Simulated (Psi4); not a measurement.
# One shape, several levels: CCl3F (trichlorofluoromethane)

We compute a comparison of 3 runs (HF/6-31G*, MP2/6-31G*, CCSD/6-31G*) of CCl3F (trichlorofluoromethane). 

Program for the calculation: Psi4 1.11.

### Step 1. The system as given

CCl3F has 5 atoms, charge 0, and is taken as a singlet. As SMILES, `FC(Cl)(Cl)Cl`. One bond was lengthened or shortened from a relaxed shape.

Bond lengths: F1–C2 1.533 Å, C2–Cl3 1.760 Å, C2–Cl4 1.760 Å, C2–Cl5 1.760 Å. Angles: F1–C2–Cl3 108.5°, F1–C2–Cl4 108.5°, F1–C2–Cl5 108.5°, Cl3–C2–Cl4 110.4°, Cl3–C2–Cl5 110.4°, Cl4–C2–Cl5 110.4°.

### Step 2. The energy at HF/6-31G(d) (spherical functions) (run 1)

job.inp reads:

```
memory 2200 mb

molecule system {
  F      1.96907006    -1.77224374     1.46265558
  C      0.08441407    -0.07598589     0.06272001
  Cl    -2.61634472     0.29783973     1.96718600
  Cl    -0.71803924    -1.53914413    -2.81410456
  Cl     1.52674753     2.86824521    -0.49584524
  units au
  symmetry c1
}

set {
  basis 6-31G*
  puream true
  e_convergence 1e-09
  d_convergence 1e-08
  scf_type pk
}

e_tot, wfn = energy("scf", return_wfn=True)
oeprop(wfn, "WIBERG_LOWDIN_INDICES", "QUADRUPOLE", "DIPOLE", title="SCF")
```

Command:

```console
psi4 -n 1 job.inp job.out
```

job.out:

```text
[...]
  Running in c1 symmetry.
[...]
  Nuclear repulsion =  360.150250407081330
[...]
  Multiplicity = 1
[...]
  Nalpha       = 33
  Nbeta        = 33
[...]
    Number of basis functions: 82
[...]
   @RHF iter   1: -1515.49455429753721   -2.32391e-01   7.12832e-03 DIIS/ADIIS
[...]
   @RHF iter  11: -1515.67838977940369   -1.50067e-11   5.65886e-09 DIIS
[...]
  @RHF Final Energy: -1515.67838977940369
   => Energetics <=
    Nuclear Repulsion Energy =            360.1502504070813302
    One-Electron Energy =               -2812.9353701738732525
    Two-Electron Energy =                 937.1067299873882348
    Total Energy =                      -1515.6783897794036875
[...]
 Multipole Moments:
 ------------------------------------------------------------------------------------
     Multipole            Electronic (a.u.)      Nuclear  (a.u.)        Total (a.u.)
 ------------------------------------------------------------------------------------
 L = 1.  Multiply by 2.5417464519 to convert [e a0] to [Debye]
 Dipole X            :          0.0979340           -0.4634251           -0.3654911
 Dipole Y            :         -0.0881469            0.4170998            0.3289528
 Dipole Z            :          0.0727663           -0.3442370           -0.2714707
 Magnitude           :                                                    0.5616850
 L = 2.  Multiply by 1.3450342976 to convert [e a0^2] to [Debye ang]
 Quadrupole XX       :       -233.4062374          197.3336377          -36.0725996
 Quadrupole XY       :        -49.5569138           50.6678792            1.1109654
[...]
```

Wall time 6.9 s (1 thread of Intel Xeon at 2.50GHz (Skylake/Cascade Lake), shared host); peak memory 0.27 GiB.

### Step 3. A single-point energy at MP2/6-31G(d) (spherical functions) (run 2)

input.json reads:

```json
{
 "schema_name": "qcschema_input",
 "schema_version": 1,
 "molecule": {
  "schema_name": "qcschema_molecule",
  "schema_version": 2,
  "symbols": ["F", "C", "Cl", "Cl", "Cl"],
  "geometry": [1.96907006, -1.77224374, 1.46265558, 0.08441407, -0.07598589, 0.06272001, -2.61634472, 0.29783973, 1.967186, -0.71803924, -1.53914413, -2.81410456, 1.52674753, 2.86824521, -0.49584524],
  "molecular_charge": 0,
  "molecular_multiplicity": 1,
  "fix_symmetry": "c1"
 },
 "driver": "energy",
 "model": {
  "method": "mp2",
  "basis": "6-31G*"
 },
 "keywords": {
  "reference": "rhf",
  "puream": true,
  "e_convergence": 1e-09,
  "d_convergence": 1e-08,
  "scf_type": "pk",
  "num_frozen_docc": 17,
  "mp2_type": "conv"
 }
}
```

Command:

```console
psi4 --qcschema input.json -n 1 --memory 2200MB
```

stdout:

```text
[...]
  Running in c1 symmetry.
[...]
  Nuclear repulsion =  360.150250407081330
[...]
  Multiplicity = 1
[...]
  Nalpha       = 33
  Nbeta        = 33
[...]
    Number of basis functions: 82
[...]
   @RHF iter   1: -1515.49455429753721   -2.32391e-01   7.12832e-03 ADIIS/DIIS
[...]
   @RHF iter  11: -1515.67838977940369   -1.50067e-11   5.65886e-09 DIIS
[...]
  @RHF Final Energy: -1515.67838977940369
   => Energetics <=
    Nuclear Repulsion Energy =            360.1502504070813302
    One-Electron Energy =               -2812.9353701738732525
    Two-Electron Energy =                 937.1067299873882348
    Total Energy =                      -1515.6783897794036875
[...]
 Multipole Moments:
 ------------------------------------------------------------------------------------
     Multipole            Electronic (a.u.)      Nuclear  (a.u.)        Total (a.u.)
 ------------------------------------------------------------------------------------
 L = 1.  Multiply by 2.5417464519 to convert [e a0] to [Debye]
 Dipole X            :          0.0979340           -0.4634251           -0.3654911
 Dipole Y            :         -0.0881469            0.4170998            0.3289528
 Dipole Z            :          0.0727663           -0.3442370           -0.2714707
 Magnitude           :                                                    0.5616850
[...]
	SCS-MP2 Total Energy (a.u.)        : -1516.35276280771609
	SOS-MP2 Total Energy (a.u.)        : -1516.28878213237863
	SCSN-MP2 Total Energy (a.u.)       : -1516.01620774518437
[...]
	SOS-PI-MP2 Total Energy (a.u.)     : -1516.39051419120756
[...]
	MP2 Total Energy (a.u.)            : -1516.37899209956117
[...]
```

The result, in JSON:

```text
{
 "driver": "energy",
 "model": {
  "method": "mp2",
  "basis": "6-31G*"
 },
 "success": true,
 "return_result": -1516.3789920995612,
 "properties": {
  "calcinfo_nbasis": 82,
  "calcinfo_nmo": 82,
  "calcinfo_nalpha": 33,
  "calcinfo_nbeta": 33,
  "calcinfo_natom": 5,
  "nuclear_repulsion_energy": 360.15025040708133,
  "return_energy": -1516.3789920995612,
  "scf_one_electron_energy": -2812.9353701738733,
  "scf_two_electron_energy": 937.1067299873882,
  "scf_dipole_moment": [-0.3654910960445741, 0.3289528435474822, -0.2714706989334146],
  "scf_total_energy": -1515.6783897794037,
  "scf_iterations": 11,
  "mp2_same_spin_correlation_energy": -0.1919420260117307,
  "mp2_opposite_spin_correlation_energy": -0.5086602941457017,
  "mp2_singles_energy": 0.0,
  "mp2_doubles_energy": -0.7006023201574323,
  "mp2_correlation_energy": -0.7006023201574862,
  "mp2_total_energy": -1516.3789920995612
 }
}
```

It took 13 s on 1 thread of Intel Xeon at 2.50GHz (Skylake/Cascade Lake), shared host; peak memory 0.38 GiB.

### Step 4. A single-point energy at CCSD/6-31G(d) (spherical functions) (run 3)

ccl3f.inp reads:

```
memory 2.2 GB

molecule {
  0 1
  F      1.041987    -0.937831     0.774004
  C      0.044670    -0.040210     0.033190
  Cl    -1.384510     0.157610     1.040990
  Cl    -0.379970    -0.814480    -1.489160
  Cl     0.807920     1.517810    -0.262390
  units angstrom
  symmetry c1
}

set {
  basis 6-31G*
  puream true
  e_convergence 1e-09
  d_convergence 1e-08
  scf_type pk
  num_frozen_docc 17
}

energy_value = energy('ccsd')
```

Command:

```console
psi4 -i ccl3f.inp -o ccl3f.out -n 1
```

ccl3f.out:

```text
[...]
  Running in c1 symmetry.
[...]
  Nuclear repulsion =  360.150250501988182
[...]
  Multiplicity = 1
[...]
  Nalpha       = 33
  Nbeta        = 33
[...]
    Number of basis functions: 82
[...]
   @RHF iter   1: -1515.49455429765703   -2.32391e-01   7.12832e-03 DIIS/ADIIS
[...]
   @RHF iter  11: -1515.67838977935685   -1.54614e-11   5.65886e-09 DIIS
[...]
  @RHF Final Energy: -1515.67838977935685
   => Energetics <=
    Nuclear Repulsion Energy =            360.1502505019881824
    One-Electron Energy =               -2812.9353703651463547
    Two-Electron Energy =                 937.1067300838014944
    Total Energy =                      -1515.6783897793568485
[...]
 Multipole Moments:
 ------------------------------------------------------------------------------------
     Multipole            Electronic (a.u.)      Nuclear  (a.u.)        Total (a.u.)
 ------------------------------------------------------------------------------------
 L = 1.  Multiply by 2.5417464519 to convert [e a0] to [Debye]
 Dipole X            :          0.0979340           -0.4634251           -0.3654911
 Dipole Y            :         -0.0881469            0.4170998            0.3289528
 Dipole Z            :          0.0727663           -0.3442370           -0.2714707
 Magnitude           :                                                    0.5616850
[...]
      * MP2 total energy                      = -1516.378992099540255
[...]
      * CCSD total energy                     = -1516.414333494666380
[...]
```

Run time: 45 s. Hardware: 1 thread of Intel Xeon at 2.50GHz (Skylake/Cascade Lake), shared host; peak memory 0.43 GiB.

### Step 5. All runs side by side

```tsv
run	level	frozen core orbitals	mp2 type	energy (Eh)	HOMO energy (eV)	LUMO energy (eV)	HOMO–LUMO gap (eV)	wall time
1	HF/6-31G* (spherical functions)	0	–	-1515.678390	-12.84	2.71	15.55	6.9 s
2	MP2/6-31G* (spherical functions)	17	conv	-1516.378992	-12.84	2.71	15.55	13 s
3	CCSD/6-31G* (spherical functions)	17	–	-1516.414333	-12.84	2.71	15.55	45 s
```

### Step 6. What came out

| quantity | value |
| --- | --- |
| run 3: total energy | -1516.41433 Eh |
| run 3: HOMO energy (Hartree–Fock orbitals) | -12.84 eV |
| run 3: LUMO energy (Hartree–Fock orbitals) | 2.71 eV |
| run 3: HOMO–LUMO gap (Hartree–Fock orbitals) | 15.55 eV |
| run 3: correlation energy (17 core orbitals frozen) | -735.9 mEh |
| run 3: T1 diagnostic | 0.011 |

Below the HF energy at the same shape and in the same basis (6-31G*): MP2 -700.6 mEh; CCSD -735.9 mEh. All runs together took 65 s, the longest 45 s.
